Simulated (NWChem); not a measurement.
Everything below was run with NWChem. System: CH2, charge 0, spin multiplicity 3, at a geometry optimised with UPBE0/def2-SVP. The structure started from a generated list of species. Its SCF solution wasn't tested for a lower state. Level: UHF/def2-TZVP.

Input file:

```
start mol
memory heap 200 mb stack 900 mb global 1100 mb
geometry units angstroms nocenter noautoz
  C      0.000000     0.000000    -0.105884
  H      1.004074     0.000000     0.317651
  H     -1.004074     0.000000     0.317651
  symmetry group C2v
end
basis spherical
  * library def2-tzvp
end
scf
  uhf
  nopen 2
  maxiter 100
  thresh 1e-7
  semidirect memsize 60000000 filesize 0
  # guess.movecs holds the orbitals of an unrestricted PBE0 run
  vectors input guess.movecs output mol.movecs
end
task scf energy
```

NWChem printed:

```
             Northwest Computational Chemistry Package (NWChem) 7.3.0
             --------------------------------------------------------

                                NWChem Input Module
                                -------------------

 Scaling coordinates for geometry "geometry" by  1.889725989
 (inverse scale =  0.529177249)

 Turning off AUTOSYM since
 SYMMETRY directive was detected!

                             Geometry "geometry" -> ""
                             -------------------------

 Output coordinates in angstroms (scale by  1.889725989 to convert to a.u.)

  No.       Tag          Charge          X              Y              Z
 ---- ---------------- ---------- -------------- -------------- --------------
    1 C                    6.0000     0.00000000     0.00000000    -0.10588400
    2 H                    1.0000     1.00407400     0.00000000     0.31765100
    3 H                    1.0000    -1.00407400     0.00000000     0.31765100

 Effective nuclear repulsion energy (a.u.)       6.0906771635

            Nuclear Dipole moment (a.u.)
            ----------------------------
        X                 Y               Z
 ---------------- ---------------- ----------------
     0.0000000000     0.0000000000    -0.0000037795

      Symmetry information
      --------------------

 Group name             C2v
 Group number             16
 Group order               4
 No. of unique centers     2

      Symmetry unique atoms

     1    2


 Summary of "ao basis" -> "" (spherical)
 ------------------------------------------------------------------------------
       Tag                 Description            Shells   Functions and Types
 ---------------- ------------------------------  ------  ---------------------
 *                         def2-tzvp                  on all atoms

 Summary of "ao basis" -> "ao basis" (spherical)
 ------------------------------------------------------------------------------
       Tag                 Description            Shells   Functions and Types
 ---------------- ------------------------------  ------  ---------------------
 C                         def2-tzvp                11       31   5s3p2d1f
 H                         def2-tzvp                 4        6   3s1p

                                 NWChem SCF Module
                                 -----------------

  ao basis        = "ao basis"
  functions       =    43
  atoms           =     3
  alpha electrons =     5
  beta  electrons =     3
  charge          =   0.00
  wavefunction    = UHF
  use symmetry    = T
  symmetry adapt  = T

 Summary of "ao basis" -> "ao basis" (spherical)
 ------------------------------------------------------------------------------
       Tag                 Description            Shells   Functions and Types
 ---------------- ------------------------------  ------  ---------------------
 C                         def2-tzvp                11       31   5s3p2d1f
 H                         def2-tzvp                 4        6   3s1p

      Symmetry analysis of basis
      --------------------------

        a1         19
        a2          4
        b1         12
        b2          8

 Forming initial guess at       0.0s

   Symmetry analysis of molecular orbitals - initial alpha
   -------------------------------------------------------

  Numbering of irreducible representations:

     1 a1          2 a2          3 b1          4 b2

  Orbital symmetries:

     1 a1          2 a1          3 b1          4 a1          5 b2
     6 a1          7 b1          8 a1          9 a1         10 b2
    11 b1         12 a1         13 b1         14 a2         15 a1

   Symmetry analysis of molecular orbitals - initial beta
   ------------------------------------------------------

  Numbering of irreducible representations:

     1 a1          2 a2          3 b1          4 b2

  Orbital symmetries:

     1 a1          2 a1          3 b1          4 a1          5 b2
     6 a1          7 b1          8 a1          9 b1         10 a1
    11 b2         12 a1         13 b1         14 a2         15 a1

 Starting SCF solution at       0.0s

 ----------------------------------------------
         Quadratically convergent UHF

 Convergence threshold     :          1.000E-07
 Maximum no. of iterations :          100
 Integral*density screening:          1.000E-09
 ----------------------------------------------

              iter       energy          gnorm     gmax       time
             ----- ------------------- --------- --------- --------
                 1      -38.9339314727  2.42D-01  8.82D-02      0.1
                 2      -38.9376072489  1.42D-02  6.07D-03      0.1
                 3      -38.9376847529  1.49D-04  5.42D-05      0.2
                 4      -38.9376847634  2.52D-08  7.67D-09      0.2

       Final UHF  results
       ------------------

         Total SCF energy =    -38.937684763368
      One electron energy =    -63.793251896279
      Two electron energy =     18.764889969421
 Nuclear repulsion energy =      6.090677163490

                       Sz =      1.0000
                 Sz(Sz+1) =      2.0000
                      S^2 =      2.0169

        Time for solution =      0.1s

       Symmetry analysis of molecular orbitals - alpha
       -----------------------------------------------

  Numbering of irreducible representations:

     1 a1          2 a2          3 b1          4 b2

  Orbital symmetries:

     1 a1          2 a1          3 b1          4 a1          5 b2
     6 a1          7 b1          8 a1          9 a1         10 b2
    11 b1         12 a1         13 b1         14 a2         15 a1

       Symmetry analysis of molecular orbitals - beta
       ----------------------------------------------

  Numbering of irreducible representations:

     1 a1          2 a2          3 b1          4 b2

  Orbital symmetries:

     1 a1          2 a1          3 b1          4 a1          5 b2
     6 a1          7 b1          8 a1          9 b1         10 a1
    11 b2         12 a1         13 b1         14 a2         15 a1

          Final alpha eigenvalues
          -----------------------

              1
    1  -11.2674
    2   -0.9454
    3   -0.6144
    4   -0.4501
    5   -0.4096
    6    0.1704
    7    0.2200
    8    0.2975
    9    0.3246
   10    0.3355
   11    0.3429
   12    0.5846
   13    0.6863
   14    0.7795
   15    0.8087

          Final beta eigenvalues
          ----------------------

              1
    1  -11.2193
    2   -0.7729
    3   -0.5844
    4    0.1027
    5    0.1222
    6    0.1897
    7    0.2342
    8    0.3214
    9    0.3585
   10    0.4469
   11    0.4717
   12    0.6233
   13    0.7372
   14    0.8493
   15    0.9221

                    UHF Final Alpha Molecular Orbital Analysis
                    ------------------------------------------

 Vector    3  Occ=1.000000D+00  E=-6.144293D-01  Symmetry=b1
              MO Center=  1.3D-16,  1.7D-16,  9.9D-02, r^2= 1.2D+00
   Bfn.  Coefficient  Atom+Function         Bfn.  Coefficient  Atom+Function
  ----- ------------  ---------------      ----- ------------  ---------------
     6      0.330579  1 C  px                 9      0.282041  1 C  px
    33      0.197410  2 H  s                 39     -0.197410  3 H  s

 Vector    4  Occ=1.000000D+00  E=-4.501066D-01  Symmetry=a1
              MO Center=  3.8D-16, -1.7D-17, -2.3D-01, r^2= 1.1D+00
   Bfn.  Coefficient  Atom+Function         Bfn.  Coefficient  Atom+Function
  ----- ------------  ---------------      ----- ------------  ---------------
    11      0.415980  1 C  pz                 8      0.408977  1 C  pz
    14      0.217642  1 C  pz                 4     -0.177693  1 C  s

 Vector    5  Occ=1.000000D+00  E=-4.095964D-01  Symmetry=b2
              MO Center= -5.8D-16, -1.6D-15, -1.0D-01, r^2= 1.1D+00
   Bfn.  Coefficient  Atom+Function         Bfn.  Coefficient  Atom+Function
  ----- ------------  ---------------      ----- ------------  ---------------
    10      0.459023  1 C  py                 7      0.438121  1 C  py
    13      0.280763  1 C  py

 Vector    6  Occ=0.000000D+00  E= 1.704129D-01  Symmetry=a1
              MO Center= -1.0D-16,  7.1D-17,  2.4D-01, r^2= 5.1D+00
   Bfn.  Coefficient  Atom+Function         Bfn.  Coefficient  Atom+Function
  ----- ------------  ---------------      ----- ------------  ---------------
     5      2.159148  1 C  s                 34     -1.920807  2 H  s
    40     -1.920807  3 H  s                 14      0.687731  1 C  pz
     4      0.337635  1 C  s                 33      0.240538  2 H  s
    39      0.240538  3 H  s

 Vector    7  Occ=0.000000D+00  E= 2.199939D-01  Symmetry=b1
              MO Center= -5.0D-15,  3.2D-31,  7.8D-01, r^2= 5.2D+00
   Bfn.  Coefficient  Atom+Function         Bfn.  Coefficient  Atom+Function
  ----- ------------  ---------------      ----- ------------  ---------------
    34      2.885891  2 H  s                 40     -2.885891  3 H  s
    12     -2.025804  1 C  px                33     -0.434711  2 H  s
    39      0.434711  3 H  s                  6     -0.195575  1 C  px

 Vector    8  Occ=0.000000D+00  E= 2.974818D-01  Symmetry=a1
              MO Center=  5.8D-16,  1.1D-15,  2.8D-01, r^2= 3.9D+00
   Bfn.  Coefficient  Atom+Function         Bfn.  Coefficient  Atom+Function
  ----- ------------  ---------------      ----- ------------  ---------------
     5      4.950142  1 C  s                  4     -1.891850  1 C  s
    34     -1.735149  2 H  s                 40     -1.735149  3 H  s
    14      0.893922  1 C  pz                 3      0.245420  1 C  s
    33     -0.226127  2 H  s                 39     -0.226127  3 H  s

                     UHF Final Beta Molecular Orbital Analysis
                     -----------------------------------------

 Vector    2  Occ=1.000000D+00  E=-7.728934D-01  Symmetry=a1
              MO Center= -4.5D-15,  9.1D-17,  1.7D-01, r^2= 1.0D+00
   Bfn.  Coefficient  Atom+Function         Bfn.  Coefficient  Atom+Function
  ----- ------------  ---------------      ----- ------------  ---------------
     4      0.331512  1 C  s                  3      0.282624  1 C  s
     2     -0.186829  1 C  s                 33      0.166683  2 H  s
    39      0.166683  3 H  s

 Vector    3  Occ=1.000000D+00  E=-5.844419D-01  Symmetry=b1
              MO Center=  6.1D-15,  3.1D-16,  1.3D-01, r^2= 1.3D+00
   Bfn.  Coefficient  Atom+Function         Bfn.  Coefficient  Atom+Function
  ----- ------------  ---------------      ----- ------------  ---------------
     6      0.300136  1 C  px                33      0.245110  2 H  s
    39     -0.245110  3 H  s                  9      0.219814  1 C  px
    32      0.152373  2 H  s                 38     -0.152373  3 H  s

 Vector    4  Occ=0.000000D+00  E= 1.026797D-01  Symmetry=a1
              MO Center=  2.3D-16,  1.4D-30, -4.6D-01, r^2= 2.4D+00
   Bfn.  Coefficient  Atom+Function         Bfn.  Coefficient  Atom+Function
  ----- ------------  ---------------      ----- ------------  ---------------
    14     -0.644846  1 C  pz                 5      0.638467  1 C  s
     8     -0.231731  1 C  pz                34     -0.220497  2 H  s
    40     -0.220497  3 H  s

 Vector    5  Occ=0.000000D+00  E= 1.222184D-01  Symmetry=b2
              MO Center= -1.5D-18, -7.9D-17, -7.1D-02, r^2= 2.7D+00
   Bfn.  Coefficient  Atom+Function         Bfn.  Coefficient  Atom+Function
  ----- ------------  ---------------      ----- ------------  ---------------
    13      0.812789  1 C  py                 7      0.250557  1 C  py

 Vector    6  Occ=0.000000D+00  E= 1.896784D-01  Symmetry=a1
              MO Center= -5.3D-16, -5.7D-31,  2.7D-01, r^2= 5.3D+00
   Bfn.  Coefficient  Atom+Function         Bfn.  Coefficient  Atom+Function
  ----- ------------  ---------------      ----- ------------  ---------------
     5      2.520072  1 C  s                 34     -2.094678  2 H  s
    40     -2.094678  3 H  s                 14      0.749514  1 C  pz
    33      0.304940  2 H  s                 39      0.304940  3 H  s
     4      0.230007  1 C  s

 center of mass
 --------------
 x =   0.00000000 y =   0.00000000 z =  -0.08498785

 moments of inertia (a.u.)
 ------------------
           1.105501681103           0.000000000000           0.000000000000
           0.000000000000           8.362286362886           0.000000000000
           0.000000000000           0.000000000000           7.256784681783

  Mulliken analysis of the total density
  --------------------------------------

    Atom       Charge   Shell Charges
 -----------   ------   -------------------------------------------------------
    1 C    6     6.31   0.86  1.12  0.51  0.72  0.16  1.12  1.31  0.47  0.01  0.02  0.00
    2 H    1     0.85   0.25  0.47  0.10  0.02
    3 H    1     0.85   0.25  0.47  0.10  0.02

  Mulliken analysis of the alpha density
  --------------------------------------

    Atom       Charge   Shell Charges
 -----------   ------   -------------------------------------------------------
    1 C    6     4.24   0.43  0.56  0.30  0.43  0.11  0.90  1.08  0.42  0.00  0.01  0.00
    2 H    1     0.38   0.12  0.21  0.03  0.02
    3 H    1     0.38   0.12  0.21  0.03  0.02

   Mulliken analysis of the beta density
   -------------------------------------

    Atom       Charge   Shell Charges
 -----------   ------   -------------------------------------------------------
    1 C    6     2.06   0.43  0.56  0.21  0.29  0.06  0.22  0.22  0.06  0.01  0.01  0.00
    2 H    1     0.47   0.13  0.26  0.06  0.01
    3 H    1     0.47   0.13  0.26  0.06  0.01

   Mulliken analysis of the spin density
   -------------------------------------

    Atom       Charge   Shell Charges
 -----------   ------   -------------------------------------------------------
    1 C    6     2.18   0.00 -0.01  0.09  0.14  0.05  0.68  0.86  0.36 -0.00 -0.01 -0.00
    2 H    1    -0.09  -0.02 -0.05 -0.03  0.01
    3 H    1    -0.09  -0.02 -0.05 -0.03  0.01

       Multipole analysis of the density wrt the origin
       ------------------------------------------------

     L   x y z        total         alpha         beta         nuclear
     -   - - -        -----         -----         ----         -------
     0   0 0 0     -0.000000     -5.000000     -3.000000      8.000000

     1   1 0 0     -0.000000      0.000000     -0.000000      0.000000
     1   0 1 0      0.000000      0.000000     -0.000000      0.000000
     1   0 0 1      0.233984      0.609530     -0.375543     -0.000004

     2   2 0 0     -4.347888     -6.291130     -5.257199      7.200441
     2   1 1 0     -0.000000     -0.000000      0.000000      0.000000
     2   1 0 1      0.000000      0.000000     -0.000000      0.000000
     2   0 2 0     -6.099316     -4.684115     -1.415201      0.000000
     2   0 1 1     -0.000000     -0.000000     -0.000000      0.000000
     2   0 0 2     -5.726135     -4.981172     -1.705839      0.960876

 Task  times  cpu:        0.2s     wall:        0.2s

 Total times  cpu:        0.2s     wall:        0.2s
```
